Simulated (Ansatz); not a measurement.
Scan of [Br···H···N], quartet

Starting geometry:

```xyz
3

Br    0.0000    0.0000   -1.5282
H     0.0000    0.0000   -0.1076
N     0.0000    0.0000    1.6358
```

From there H2 is moved from one fragment to the other while all else, the fragments' distance too, stays fixed, so the hump isn't the reaction's barrier; atoms are numbered as listed. Energies are in eV, counted from the starting geometry at the same level. Kohn–Sham curves are unrestricted where that lies lower.

Basis cc-pVDZ; Ansatz 0.2.0. Correlated methods freeze the noble-gas cores and the filled d shells of p-block atoms. Prefix R: restricted or restricted open-shell reference. No spin–orbit coupling is included, and no scalar relativity.

Full CI isn't at hand for all of this; RCCSDTQ serves as the reference, and is uncertain by about the last step of the cluster series.

```json
{"distance Br1-H2 (Å)": "1.421", "PBE0": "0.000"}
{"distance Br1-H2 (Å)": "1.521", "PBE0": "0.051"}
{"distance Br1-H2 (Å)": "1.722", "PBE0": "0.345"}
{"distance Br1-H2 (Å)": "1.923", "PBE0": "0.342"}
{"distance Br1-H2 (Å)": "2.124", "PBE0": "0.270"}
```

Estimate the RCCSDTQ curve in cc-pVDZ from this one, knowing how PBE0 errs.

The computed RCCSDTQ values, in eV from the starting point, and the error of PBE0 against them:
```
distance Br1-H2 (Å)  RCCSDTQ  PBE0 less RCCSDTQ
              1.421    0.000              0.000
              1.521    0.119             -0.068
              1.722    0.595             -0.251
              1.923    0.709             -0.367
              2.124    0.584             -0.314
```

The error spans 0.367 eV and is largest, -0.367 eV, at 1.923 Å.

In so small a basis the reference is far from its limit while semilocal and hybrid functionals are nearer theirs, so the functionals' errors here hold much of the reference's basis and frozen-core error, which can add to them or hide them.
